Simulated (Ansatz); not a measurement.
in.yaml

```yaml
crystal:
  periodic: [false, false, false]
  atoms:
    - {symbol: B, position_ang: [0.000000, -1.127712, -0.672282]}
    - {symbol: Ge, position_ang: [0.000000, 0.073087, 0.835035]}
    - {symbol: P, position_ang: [0.000000, 0.222209, -1.723681]}
basis:
  gaussian: {orbitals: cc-pVTZ}
magnetization: {spin_polarized: false, initial_magnetization: 2}
correlation: {method: ccsd_t, electrons: outside_noble_gas}
```

```sh
$ ansatz run in.yaml --threads 2 --pin off --events-out ev --progress --plain --max-ram 24576MiB --backend cuda --devices 0, --max-vram 18GiB
```

Problem. Roughly how long does this take on 2 threads of AMD EPYC 7R13 with a shared H100 80 GB, shared host, and how much host memory?

Solution. 24 s wall and 0.83 GiB.

```
668 factors; integrals over basis functions are off by at most 8.1e-4 eV
mean field evaluation 1: about -66413.3174 eV, gradient 1.2e1 eV
mean field evaluation 2: about -66413.3242 eV, gradient 1.2e1 eV
mean field evaluation 4: about -66414.2241 eV, gradient 3.6e0 eV
mean field evaluation 8: about -66414.4405 eV, gradient 3.4e-1 eV
mean field evaluation 16: about -66414.4908 eV, gradient 1.7e0 eV
mean field evaluation 32: about -66414.4403 eV, gradient 3.5e-1 eV
mean field evaluation 64: about -66414.4423 eV, gradient 9.9e-1 eV
mean field evaluation 96: about -66414.4166 eV, gradient 2.2e-1 eV
mean field evaluation 128: about -66413.0330 eV, gradient 1.1e1 eV
mean field evaluation 160: about -66414.3644 eV, gradient 2.4e-6 eV
...
mean field evaluation 1216: about -66411.6756 eV, gradient 5.0e0 eV
mean field evaluation 1248: about -66409.7565 eV, gradient 5.6e0 eV
mean field -66414.90537580 eV, -2440.7027549210 hartree, gradient 6.3e-6 eV, S^2 2.000000; 19 other end points of the search recorded, 0 dependent functions left out
mean field evaluation 1280: about -66414.7633 eV, gradient 9.1e-1 eV
mean field evaluation 1312: about -66414.8359 eV, gradient 1.7e-1 eV
mean field evaluation 1344: about -66414.1893 eV, gradient 6.2e0 eV
mean field evaluation 1376: about -66414.9190 eV, gradient 1.3e0 eV
mean field evaluation 1408: about -66415.2420 eV, gradient 7.0e-1 eV
mean field evaluation 1440: about -66415.0329 eV, gradient 1.1e0 eV
mean field evaluation 1472: about -66414.8431 eV, gradient 2.6e-6 eV
determinant -66414.90537580 eV, -2440.7027549210 hartree, with singles and doubles -66423.97775917 eV, -2441.0361588603 hartree
determinant -66414.54314381 eV, -2440.6894431409 hartree, with singles and doubles -66423.32970021 eV, -2441.0123431326 hartree
determinant -66414.53682358 eV, -2440.6892108765 hartree, with singles and doubles -66423.81808930 eV, -2441.0302911009 hartree
determinant -66414.36443579 eV, -2440.6828757421 hartree, with singles and doubles -66422.99576020 eV, -2441.0000710638 hartree
determinant -66414.03940925 eV, -2440.6709312370 hartree, with singles and doubles -66423.15426398 eV, -2441.0058959703 hartree
determinant -66412.63505793 eV, -2440.6193222779 hartree, with singles and doubles -66421.69749754 eV, -2440.9523607910 hartree
determinant -66411.97985645 eV, -2440.5952440676 hartree, with singles and doubles -66420.99865869 eV, -2440.9266789369 hartree
determinant -66411.97880567 eV, -2440.5952054522 hartree, with singles and doubles -66421.51133128 eV, -2440.9455193072 hartree
determinant -66414.90537580 eV, -2440.7027549210 hartree, with singles and doubles -66423.89614422 eV, -2441.0331595662 hartree
determinant -66414.53682358 eV, -2440.6892108765 hartree, with singles and doubles -66423.75741567 eV, -2441.0280613860 hartree
unrestricted determinant -66415.26143942 eV, -2440.7158400175 hartree, S^2 2.4114
20 core orbitals not correlated: weight in the atoms' cores, before any rotation towards them, 1.000 or more for the frozen orbitals, at most 0.000 for the correlated occupied ones
reference -66414.90537580 eV, -2440.7027549210 hartree; 7, 5 occupied and 80, 82 virtual orbitals, 668 factors
second order -8.32023447 eV of doubles, -0.10921157 eV of singles
cycle   1  -8.99076671 eV  change    1.7e-6 eV  update   4.5e-6
perturbative correction -0.70768360 eV, -0.0260068926 hartree
Total energy: -66424.60382611 eV, -2441.0591663960 hartree
```
